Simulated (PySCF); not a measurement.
Computed with PBE-D3(BJ)/def2-TZVP // PBE0-D3(BJ)/def2-TZVP in PySCF. Isolated molecules, 0 K electronic values unless said otherwise. One relaxed conformer stands for a flexible species; it need not be the lowest. 

Reference species (SMILES): `CN(C)C` (neutral, multiplicity 1).

```json
{
  "HOMO–LUMO gap": "5.18 eV"
}
```

Changed species: `N(C)CC` (C–C–N–C torsion 64°).

Problem. Predict the effect on the HOMO–LUMO gap.

Solution. the HOMO–LUMO gap goes up by 0.03 eV, to 5.21 eV.
